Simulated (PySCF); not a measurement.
Compound: difluoromethane, CH₂F₂.
Bonds: F1–C2, C2–F3. Hydrogens: H4, H5 on C2.

Jobs on this species (5 atoms, 26 electrons) with PySCF (density fitting). Hardware of each: Intel Xeon Platinum 8488C, one thread (shared host). Other jobs ran on the host; a repeat could differ by tens of per cent or more. Peak memory is the resident size of the whole Python process, interpreter and libraries included.

```json
{"level and settings": "OLYP/pcSseg-1, IEF-PCM chloroform, fitting basis def2-universal-jkfit", "work": "shieldings, charges and field gradients", "basis functions": "61", "SCF cycles": "?", "wall time": "?", "peak memory": "?"}
{"level and settings": "PBE0/def2-SVPD", "work": "6 singlets by full TDDFT, 2 Tamm–Dancoff triplets, polarisability", "basis functions": "82", "SCF cycles": "?", "wall time": "?", "peak memory": "?"}
{"level and settings": "wB97X/IGLO-II, damping 0.2 at the start, DIIS from the seventh cycle", "work": "spin–spin couplings from 5 perturbed nuclei", "basis functions": "78", "SCF cycles": "11", "wall time": "4.5 s", "peak memory": "0.35 GiB"}
{"level and settings": "PBE0/def2-SVPD, damping 0.2 at the start, DIIS from the seventh cycle", "work": "12 singlets by full TDDFT, polarisability", "basis functions": "82", "SCF cycles": "12", "wall time": "3.6 s", "peak memory": "0.38 GiB"}
{"level and settings": "PBE0/pcSseg-1, energy threshold 1e-08 Eh", "work": "shieldings", "basis functions": "61", "SCF cycles": "7", "wall time": "1.6 s", "peak memory": "0.35 GiB"}
{"level and settings": "PBE0/pcSseg-1", "work": "spin–spin couplings from 5 perturbed nuclei", "basis functions": "61", "SCF cycles": "11", "wall time": "2.3 s", "peak memory": "0.38 GiB"}
{"level and settings": "PBE0/pcSseg-1", "work": "shieldings, charges and field gradients", "basis functions": "61", "SCF cycles": "11", "wall time": "3.8 s", "peak memory": "0.29 GiB"}
{"level and settings": "BHandHLYP/pcJ-1, start guess sap", "work": "shieldings", "basis functions": "101", "SCF cycles": "9", "wall time": "3.1 s", "peak memory": "0.36 GiB"}
{"level and settings": "PBE0/aug-pcSseg-1, start guess sap", "work": "shieldings, charges and field gradients", "basis functions": "96", "SCF cycles": "9", "wall time": "4.5 s", "peak memory": "0.38 GiB"}
```

**Question.** Fill in the missing figures.

**Answer.** 
- OLYP/pcSseg-1, IEF-PCM chloroform, fitting basis def2-universal-jkfit; shieldings, charges and field gradients: 3.0 s, 0.34 GiB, 8 SCF cycles
- PBE0/def2-SVPD; 6 singlets by full TDDFT, 2 Tamm–Dancoff triplets, polarisability: 3.0 s, 0.35 GiB, 12 SCF cycles

**Question.** What do all jobs in the table cost together?

**Answer.** About 29 s; the longest takes about 15 % of that, and about 2.8 times as long as the shortest.
